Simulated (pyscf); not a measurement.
**Four-centre exchange: HO–Si(OH)(O–SiH₃)–O–SiH₃ (SMILES O[Si](O)(O[SiH3])O[SiH3]) + HF (SMILES F) -> HO–Si(F)(O–SiH₃)–O–SiH₃ (SMILES O[Si](F)(O[SiH3])O[SiH3]) + H₂O (SMILES O)**

Gas phase, singlet surface, charge 0. Bonds broken: Si3–O7, H16–F17. Bonds formed: Si3–F17, O7–H16. Structures and frequencies: ωB97X-D3(BJ)/def2-SVP in PySCF.

Transition state (Å):

```xyz
17

Si    -1.0504     1.5850     2.4302
O     -1.6113     0.7828     1.0677
Si    -0.8714    -0.1369    -0.0573
O     -2.0578    -0.9581    -0.8861
O     -0.0366     0.5809    -1.2771
Si     1.4246     1.4092    -1.3064
O     -0.2635    -1.6834     0.6675
H     -0.0228     2.6004     2.0829
H     -2.2362     2.2792     3.0045
H     -0.5315     0.6211     3.4373
H     -2.3558    -0.5111    -1.6847
H      1.4716     2.4973    -0.2969
H      2.5702     0.4725    -1.1512
H      1.5024     2.0159    -2.6657
H     -0.2196    -2.4649     0.0999
H      0.6116    -1.1552     1.0042
F      0.8669     0.1415     1.0266
```

One imaginary mode, 484i cm⁻¹; descent along it reached the two sides named, in the forms told below.

| bond | change | reactant side (Å) | saddle | product side |
|---|---|---|---|---|
| Si3–O7 | breaks | 1.679 | 1.813 | 2.8 |
| H16–F17 | breaks | 0.949 | 1.322 | 2.392 |
| Si3–F17 | forms | 3.0 | 2.067 | 1.605 |
| O7–H16 | forms | 1.654 | 1.076 | 0.966 |

Electronic energies relative to the separated reactants (kcal/mol):

```
level                   barrier  reaction energy  reverse barrier
----------------------  -------  ---------------  ---------------
ωB97X-D3(BJ)/def2-TZVP     14.2             -9.4             23.6
PBE/def2-TZVP              11.7            -10.4             22.1
r²SCAN/def2-TZVP           11.5            -10.5             22.0
B3LYP-D3(BJ)/def2-TZVP     14.7            -10.2             24.9
PBE0-D3(BJ)/def2-TZVP      13.1             -9.4             22.5
M06-2X/def2-TZVP           13.9             -9.4             23.3
ωB97M-D3(BJ)/def2-TZVP     13.6             -9.9             23.5
HF/def2-TZVP               31.3            -11.9             43.3
```

With ωB97M-D3(BJ)/def2-TZVP energies and thermal terms (ideal gas, 1 atm, RRHO with modes under 100 cm⁻¹ raised to 100, one conformer, R ln 2 for rigid chiral ones), in kcal/mol:

```csv
T (K),ΔH‡,ΔG‡,ΔH,ΔG
298,13.7,26.1,-9.4,-10.1
600,13.1,38.9,-9.9,-10.7
900,13.1,51.9,-10.4,-10.9
1200,13.3,64.8,-10.9,-11.0
```

On the reactant side the descent ends in a bound adduct, 9.6 kcal/mol under the separated species and 23.8 kcal/mol under the saddle at ωB97X-D3(BJ)/def2-TZVP. On the product side the descent ends in a complex (not fully relaxed), 6.8 kcal/mol under the separated species and 30.5 kcal/mol under the saddle at ωB97X-D3(BJ)/def2-TZVP. This is the saddle that the search found; another between the same sides may lie lower.
